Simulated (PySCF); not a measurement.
Basis-set dependence of excited states

Compound: C₂H₃Cl₃.
InChI=1S/C2H3Cl3/c1-2(3,4)5/h1H3

TDDFT with PBE0 (PySCF), vertical singlets, core orbitals frozen in the response, spherical d and f functions. Geometry: PBE0-D3(BJ)/def2-SVP; no solvent, vibrations or thermal averaging.

```
      basis  functions  diffuse  S1 (eV)  S2 (eV)  S3 (eV)  S4 (eV)  S5 (eV)  LUMO (eV)  α (au)
     6-31G*         88       no     6.30     6.73     6.73     6.96     7.45      -0.76    50.3
   def2-SVP         97       no     6.78     7.21     7.21     7.40     7.68      -0.07    48.9
    6-31+G*        108      yes     6.22     6.63     6.63     6.88     7.30      -0.99    59.4
aug-cc-pVDZ        154      yes     6.25     6.66     6.66     6.89     7.31      -0.90    67.5
  def2-TZVP        191       no     6.30     6.71     6.71     6.93     7.40      -0.74    60.6
 def2-TZVPD        239      yes     6.15     6.55     6.55     6.77     7.19      -0.99    69.0
```

Task: How much do these states and the polarisability depend on the basis?

Result: States are compared by their number. Against the largest diffuse basis here (def2-TZVPD, itself not a converged limit), sets without diffuse functions differ by up to 0.63 eV in S1 and 0.49 eV in S5; the smaller diffuse sets differ by up to 0.10 and 0.13 eV. State by state, the largest deviation of a set without diffuse functions is S1 0.63, S2 0.67, S3 0.67, S4 0.64, S5 0.49 eV. The same number needn't mean the same state in each row. Against def2-TZVPD the polarisability deviates by -27% in 6-31G*, -29% in def2-SVP, -14% in 6-31+G*, -2% in aug-cc-pVDZ, -12% in def2-TZVP. A single + in a Pople set puts diffuse functions on heavy atoms only.
